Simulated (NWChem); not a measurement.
# Total energies of nitrogen (N2)

SMILES: N#N
```xyz
2

N      0.0000     0.0000     0.5502
N      0.0000     0.0000    -0.5502
```
Charge 0, spin multiplicity 1.

Everything below was run with NWChem. Structure: optimised with B3LYP/def2-SVP, a minimum by its harmonic frequencies.

Basis set: 6-31G* (28 functions).

```tsv
method	total energy (Ha)
RHF	-108.94149
MP2	-109.24759
B2PLYP	-109.43311
PBE	-109.40116
B3LYP	-109.52065
M06-2X	-109.48541
CCSD(T)	-109.26226
```

Total energies of different functionals aren't comparable as a measure of quality: only differences taken within one method are. 

The correlated methods keep 2 core orbitals frozen. B3LYP has NWChem's definition, with VWN1-RPA local correlation. The Pople sets run with spherical d functions. Coupled-cluster values serve here as a point of comparison, not as the truth.
